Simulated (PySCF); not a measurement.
C4H6F2.
Cartesian coordinates in Å at the PBE0-D3(BJ)/def2-SVP level; atoms count from 1:
```xyz
12
C4H6F2 angstrom
F      1.3807    1.0194   -1.0672
C      1.3557    0.5406    0.2149
C      0.0475   -0.1553    0.4745
F      0.0266   -0.6275    1.7529
C     -1.2308    0.3411   -0.0960
C     -0.6304   -0.9652   -0.5688
H      2.1912   -0.1667    0.3550
H      1.4797    1.3807    0.9198
H     -1.1923    1.2027   -0.7671
H     -2.1053    0.2865    0.5570
H     -0.1802   -0.9996   -1.5641
H     -1.1054   -1.8900   -0.2326
```

Computed with PBE0-D3(BJ)/def2-SVP geometry optimisation, gas phase in PySCF.

Masses are those of the commonest isotopes; rigid-rotor values at the optimised geometry. The values belong to one conformer with, in the numbering `[F:1][CH2:2][C:3]1([F:4])[CH2:5][CH2:6]1`, F1–C2–C3–F4 180°.

(1) Give the principal moments of inertia and the rotational constants in MHz.

(2) What kind of rotor is it?

(3) What does the inertial defect say?

(4) Give the other two planar moments, Paa and Pbb, and the rms extents of the mass along the axes.

(5) Where do the levels up to J = 4 lie, in cm⁻¹?

(6) Which types of transition are allowed, and where do some lines up to J = 3 fall?

(7) Estimate the classical rotational partition function at 10 K, 50 K and 298.15 K.

Answers

(1) Ia = 94.45, Ib = 159.81, Ic = 210.56 u·Å²; 505379 MHz·u·Å²/I gives A = 5351, B = 3162, C = 2400 MHz.

(2) An asymmetric top: κ = (2 × 3162 − 5351 − 2400)/(5351 − 2400) = -0.48.

(3) Not planar: Δ = Ic − Ia − Ib = -43.70 u·Å². For a rigid frame Δ = −2 Σ m c², so Σ m c² = 21.85 u·Å² lies off the ab plane: 8.11 from hydrogen and 13.74 from heavier atoms. The atom farthest from that plane is 1.28 Å away.

(4) Paa = Σ m a² = (Ib + Ic − Ia)/2 = 137.96 and Pbb = Σ m b² = (Ia + Ic − Ib)/2 = 72.60 u·Å². With the mass M = 92.04 u, the rms extents √(P/M) along a, b and c are 1.22, 0.89, 0.49 Å.

(5) Above 0(0,0):
J = 1: 1(0,1) 0.1855, 1(1,1) 0.2585, 1(1,0) 0.2840
J = 2: 2(0,2) 0.5511, 2(1,2) 0.6042, 2(1,1) 0.6805, 2(2,1) 0.8995, 2(2,0) 0.9050
J = 3: 3(0,3) 1.0870, 3(1,3) 1.1196, 3(1,2) 1.2713, 3(2,2) 1.4561, 3(2,1) 1.4824, 3(3,1) 1.8878, 3(3,0) 1.8886
J = 4: 4(0,4) 1.7846, 4(1,4) 1.8017, 4(1,3) 2.0506, 4(2,3) 2.1939, 4(2,2) 2.2647, 4(3,2) 2.6392, 4(3,1) 2.6445, 4(4,1) 3.2312, 4(4,0) 3.2313
Those of J = 1 are B + C, A + C and A + B.

(6) The dipole components are |μa| = 0.06 D, |μb| = 0.11 D, |μc| = 0.00 D; the mirror of this Cs structure is the ab plane, so μc vanishes by symmetry and there are no c-type lines. The squared components, which scale the intensities, stand as 0.31 : 1.00 (a : b). Some lines, for components of 0.1 D or more:

| type | branch | J(Ka,Kc) | MHz | lower level (cm⁻¹) |
| --- | --- | --- | --- | --- |
| b | Q | 3(1,2) ← 3(0,3) | 5525 | 1.087 |
| b | Q | 3(2,1) ← 3(1,2) | 6328 | 1.271 |
| b | R | 1(1,1) ← 0(0,0) | 7751 | 0.000 |
| b | R | 3(1,2) ← 2(2,1) | 11147 | 0.899 |
| b | R | 2(1,2) ← 1(0,1) | 12551 | 0.186 |
| b | Q | 3(3,1) ← 3(2,2) | 12943 | 1.456 |
| b | R | 3(0,3) ← 2(1,2) | 14474 | 0.604 |
| b | R | 2(2,0) ← 1(1,1) | 19382 | 0.259 |
| b | R | 3(2,2) ← 2(1,1) | 23253 | 0.680 |
| b | R | 3(2,1) ← 2(1,2) | 26327 | 0.604 |
| b | R | 3(3,1) ← 2(2,0) | 29463 | 0.905 |
| b | R | 3(3,0) ← 2(2,1) | 29654 | 0.899 |

(7) Point group Cs, symmetry number σ = 1; q = (√π/σ)·√((kT/h)³/(ABC)), k/h = 20836.6 MHz/K: 837 at 10 K, 9350 at 50 K, 136000 at 298.15 K.

PBE0-D3(BJ)/def2-SVP frequencies: not computed here. Zero-point vibration and centrifugal distortion are left out.

Hardware: an Arm Neoverse N1 with one thread, shared host with 64 logical CPUs at a one-minute load of 60. Cost: 87 s of wall time, 0.48 GiB resident at most. That covers the optimisation of the geometry.
